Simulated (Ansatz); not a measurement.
We consider fcc Ir, described by r²SCAN+rVV10 (plane waves, PAW; Ansatz, a program for electronic structure).

Run with plane-wave cutoff 560 eV, 24×24×24 k mesh, Fermi–Dirac smearing 0.05 eV, no spin polarisation, scalar-relativistic PAW data made under PBE.

Pressure at four volumes; x = ln(V/14.083 Å³). One pressure is withheld.

| V (Å³/atom) | x | P (GPa) |
|---|---|---|
| 13.238 | -0.0619 | ? |
| 13.520 | -0.0408 | 17.60 |
| 14.083 | 0.0000 | -0.02 |
| 14.928 | 0.0583 | -19.61 |

### Question
Pass a parabola P(x) through the three rows shown, estimate the bulk modulus and its pressure derivative near zero pressure, and predict the withheld pressure.

### Answer
Slopes between the rows: (-0.02 − (17.60))/(0.0000 − (-0.0408)) = -431.86 and (-19.61 − (-0.02))/(0.0583 − (0.0000)) = -336.02 GPa. Their difference over the span 0.0991 is c = 95.84/0.0991 = 967.1 GPa, so P(x) = 17.60 + (-431.86)(x − (-0.0408)) + 967.1 (x − (-0.0408))(x − (0.0000)). At the middle row B = −dP/dx = −[-431.86 + 967.1 × 0.0408] = 392.4 GPa, and B′ = dB/dP = 2c/B = 4.9. At x = -0.0619 the parabola gives 27.98 GPa; the run gives 28.13 GPa. The Birch–Murnaghan fit to the energies at all volumes has B0 = 389 GPa and B′ = 5.0.

Measured, for comparison: bulk modulus 365 GPa (corrected for temperature and zero-point phonon effects; as tabulated in Levämäki et al. (2014), arXiv:1402.3671). Computed (rounded) less measured: bulk modulus +7 %.

Spin–orbit coupling is not included.
